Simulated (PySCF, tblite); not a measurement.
# CH₇NO, a complex of two parts: NMR shifts, interaction energy, infrared bands, spin-spin couplings and core binding energies

An exercise on one series of results from a longer session: the logs are not shown, and one member is left open.

Programs: tblite 0.8.0 and PySCF 2.14.0. All values are calculated, for the isolated system unless a continuum is named. Atoms count from 0, parts from 1.

## Starting point

10 atoms, charge 0, multiplicity 1; geometry: rigid parts in contact. Parts: 1 = atoms 0–2, `O`, charge 0; 2 = atoms 3–9, `CN`, charge 0.

Set-up of the first run:

Job settings and geometry (Å):

```
{"job": {"kind": "dock", "xc": "GFN2-xTB", "basis": "xTB"}, "charge": 0, "multiplicity": 1, "parts": [{"atoms": "0-2", "charge": 0, "multiplicity": 1}, {"atoms": "3-9", "charge": 0, "multiplicity": 1}]}
O     -0.005034     0.379181     0.011401
H      0.774618    -0.179510    -0.001644
H     -0.769584    -0.199671    -0.009757
C      2.226698    -1.741473     1.771647
N      1.519266    -1.946100     0.519628
H      3.249591    -2.145170     1.787354
H      2.277556    -0.671322     1.969031
H      1.659302    -2.213145     2.573341
H      2.026094    -1.509269    -0.243354
H      1.450300    -2.937398     0.314034
```

With the program's defaults for keys left out, this is: GFN2-xTB search for minima from random contacts, gas phase.

On the command line:

```
$ OMP_NUM_THREADS=1 python cluster_run.py task.json out
```

This one command runs all jobs of the session in turn.

Among the steps run: Docking the parts with GFN2-xTB; Geometry optimisation at PBE0-D3(BJ)/def2-TZVPD; Shielding tensors: PBE0/pcSseg-2; Coupled-cluster interaction energy: CCSD(T) and MP2.

One of the session's tables, all rows but one given; the rest of the session is left out.

It belongs to the step «Coupled-cluster interaction energy: CCSD(T) and MP2». 

| method | interaction energy (kcal/mol) |
| --- | --- |
| HF/aug-cc-pVDZ | -4.51 |
| MP2/aug-cc-pVDZ | -6.54 |
| CCSD/aug-cc-pVDZ | -5.93 |
| CCSD(T)/aug-cc-pVDZ | -6.29 |
| HF/aug-cc-pVQZ | -4.51 |
| MP2/aug-cc-pVQZ | -7.30 |
| SCS-MP2/aug-cc-pVQZ | -6.47 |
| MP2, extrapolated | -7.44 |
| CCSD(T), limit estimate | ? |

Estimate the missing values for CCSD(T), limit estimate.

As computed: interaction energy (kcal/mol): -7.19. In the column «interaction energy (kcal/mol)» it lies between MP2/aug-cc-pVQZ (-7.30) and MP2/aug-cc-pVDZ (-6.54).
